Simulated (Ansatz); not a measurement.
Born–Oppenheimer molecular dynamics of CN (2 atoms, charge -1, multiplicity 1). It starts from a relaxed structure.

Theory: RKS BLYP-D4/def2-mTZVP in Ansatz 0.2.0.

```yaml
ensemble: NVE (velocity Verlet)
time_step: 1 fs
steps_asked: 300
starting_velocities_drawn_for: 500 K
seed: 209113
```

First frame:

```xyz
2
Properties=species:S:1:pos:R:3
C 0.506 -0.164 0.261
N -0.506 0.164 -0.261
```

What does the run give?

All steps were run.

```json
{
  "steps done": "300",
  "time covered": "300 fs",
  "mean temperature over the second half": "251 K",
  "spread of the potential energy over the second half": "4.0 meV per atom",
  "mean potential energy of the second half above the start": "5.6 meV per atom"
}
```

The conserved energy stayed within 0.43 meV per atom of its start (net change 0.011 meV per atom), so the integration is sound. The temperature averaged 0.50 of the 500 K drawn at the start: a run that starts near a minimum puts about half its kinetic energy into the potential. A run of 0.3 ps of so small a system gives no equilibrium averages. Limits of this set-up: an anion without diffuse functions, the dipole of an ion depends on the origin.

What happens to the structure?

The same pairs are bonded in the first frame and the last. Pairs count as bonded within 1.25 times the sum of covalent radii (0.12 Å more for H–H). This is one draw of velocities; another would differ in detail.

How do temperature and energy run in time?


| time (fs) | T (K) | potential energy less start (eV) | conserved less start (meV/atom) |
| --- | --- | --- | --- |
| 0.0 | 500 | 0.000 | 0.00 |
| 25.0 | 482 | 0.001 | 0.01 |
| 50.0 | 357 | 0.006 | 0.13 |
| 75.0 | 253 | 0.011 | 0.20 |
| 100.0 | 95 | 0.018 | 0.34 |
| 125.0 | 18 | 0.022 | 0.41 |
| 150.0 | 5 | 0.022 | 0.40 |
| 175.0 | 79 | 0.019 | 0.36 |
| 200.0 | 183 | 0.014 | 0.27 |
| 225.0 | 355 | 0.006 | 0.11 |
| 250.0 | 437 | 0.003 | 0.07 |
| 275.0 | 500 | 0.000 | 0.00 |
| 300.0 | 478 | 0.001 | 0.01 |

Run time: 2.3 min on 1 thread of AMD EPYC (Zen 3), on a shared host, peak memory 0.085 GiB.
